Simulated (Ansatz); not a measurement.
A run for Ansatz (an electronic-structure program): R-CCSD(T)/aug-cc-pVDZ on CH7NO (a complex).

Ansatz 0.2 input:
```yaml
crystal:
  periodic: [false, false, false]
  atoms:
    - {symbol: O, position_ang: [-2.75297518, -0.58446143, -0.00777268]}
    - {symbol: H, position_ang: [-3.11163218, 0.30322057, 0.02455932]}
    - {symbol: H, position_ang: [-1.79146718, -0.44686643, 0.00835532]}
    - {symbol: N, position_ang: [1.22419682, -0.32787943, 0.02274332]}
    - {symbol: H, position_ang: [1.51956182, -0.88051743, -0.77204768]}
    - {symbol: H, position_ang: [1.53427782, -0.83860043, 0.83960232]}
    - {symbol: C, position_ang: [1.88353282, 0.98048457, -0.01749868]}
    - {symbol: H, position_ang: [1.57298982, 1.56220957, 0.84701632]}
    - {symbol: H, position_ang: [2.97484182, 0.94118957, -0.02645468]}
    - {symbol: H, position_ang: [1.55681982, 1.51640157, -0.90532268]}
basis:
  gaussian:
    orbitals: aug-cc-pVDZ
magnetization: {spin_polarized: false}
correlation: {method: ccsd_t, electrons: outside_noble_gas}
scf: {lower_state_search: off}
```

Output:

```
WARN ansatz: RAYON_NUM_THREADS=2 ignored (pool sized by the plan → 2); use --threads N
Functional definition: HF
these checks for a lower state are left out or cut short: stability, starts, cluster_reference, orbital_swaps, neighbouring_geometries, increment
integrals: 0.28 GiB planned
1270 factors; integrals over basis functions are off by at most 8.9e-4 eV
mean field: 0.32 GiB planned
mean field evaluation 1: about -4656.4974 eV, gradient 4.5e1 eV
mean field evaluation 2: about -4656.4971 eV, gradient 4.5e1 eV
mean field evaluation 4: about -4660.6199 eV, gradient 3.1e0 eV
mean field evaluation 8: about -4660.6531 eV, gradient 2.9e-4 eV
mean field -4660.65307121 eV, -171.2758412627 hartree, gradient 9.7e-7 eV, S^2 0.000000; 0 other end points of the search recorded, 0 dependent functions left out
3 core orbitals not correlated
reference -4660.65307121 eV, -171.2758412627 hartree; 11, 11 occupied and 118, 118 virtual orbitals, 1270 factors
second order -15.32897720 eV of doubles, -0.00000000 eV of singles
coupled cluster: 0.84 GiB planned
cycle   1  -15.89434245 eV  change   -5.7e-1 eV  update   8.0e-2
cycle   2  -16.25226853 eV  change   -3.6e-1 eV  update   2.2e-2
cycle   3  -16.33720564 eV  change   -8.5e-2 eV  update   1.1e-2
cycle   4  -16.33433870 eV  change    2.9e-3 eV  update   2.3e-3
cycle   5  -16.33420959 eV  change    1.3e-4 eV  update   8.4e-4
cycle   6  -16.33441231 eV  change   -2.0e-4 eV  update   2.6e-4
cycle   7  -16.33429014 eV  change    1.2e-4 eV  update   9.8e-5
cycle   8  -16.33425312 eV  change    3.7e-5 eV  update   3.3e-5
cycle   9  -16.33425328 eV  change   -1.6e-7 eV  update   1.3e-5
perturbative correction -0.43697144 eV, -0.0160584042 hartree
Total energy: -4677.42429592 eV, -171.8921724031 hartree
Checks for a lower state left out: stability, starts, cluster_reference, orbital_swaps, neighbouring_geometries, increment
```

The calculation finished and met its thresholds.

Cost: very roughly 29 core-seconds.
